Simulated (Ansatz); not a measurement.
Born–Oppenheimer molecular dynamics of CH$_{7}$NSi (10 atoms, charge 0, multiplicity 1). It goes on from the last frame of an earlier run, with new velocities.

Method: RKS r2SCAN-D4/STO-3G (Ansatz 0.2.0).

```json
{
  "ensemble": "NVT, Nosé–Hoover chain",
  "time step": "0.5 fs",
  "steps asked": "250",
  "set temperature": "500 K",
  "thermostat": "time constant 100 fs, chain length 1",
  "temperature schedule": "62 steps to 500 K, then 188 steps to 1500 K",
  "seed": "759205"
}
```

First frame:

```xyz
10
Properties=species:S:1:pos:R:3
Si 0.175 0.060 0.074
N -0.086 -0.432 1.724
H -1.056 -0.810 1.833
H -0.045 0.420 2.383
H 1.594 0.345 0.011
C -0.864 1.486 -0.555
H -0.231 2.351 -0.651
H -1.307 1.300 -1.546
H -1.733 1.687 0.040
H -0.082 -1.109 -0.761
```

**Question.** How far do the bonds stretch over the last three quarters of this one trajectory? (Pairs bonded in most of those frames.)

**Answer.** 
| bond | mean (Å) | spread (Å) | shortest | longest |
| --- | --- | --- | --- | --- |
| Si1–N2 | 1.782 | 0.054 | 1.70 | 1.89 |
| Si1–H5 | 1.450 | 0.034 | 1.40 | 1.50 |
| Si1–C6 | 1.885 | 0.030 | 1.85 | 1.94 |
| Si1–H10 | 1.449 | 0.009 | 1.43 | 1.46 |
| N2–H3 | 1.053 | 0.035 | 0.99 | 1.13 |
| N2–H4 | 1.051 | 0.021 | 1.00 | 1.10 |
| C6–H7 | 1.104 | 0.046 | 1.03 | 1.17 |
| C6–H8 | 1.101 | 0.025 | 1.05 | 1.15 |
| C6–H9 | 1.100 | 0.019 | 1.05 | 1.15 |

Mean temperature of the second half: 448 K. The conserved energy stayed within 0.43 meV per atom of its start (net change 0.28 meV per atom), so the integration is sound. The schedule's set-point averaged 1168 K over the second half and the system 448 K, so it lags behind the ramp. A run of 0.12 ps of so small a system gives no equilibrium averages. Limits of this set-up: minimal basis.

Time of the run: 7.7 min on 1 thread of Arm Neoverse V2, with other jobs on the host, peak memory 0.098 GiB.
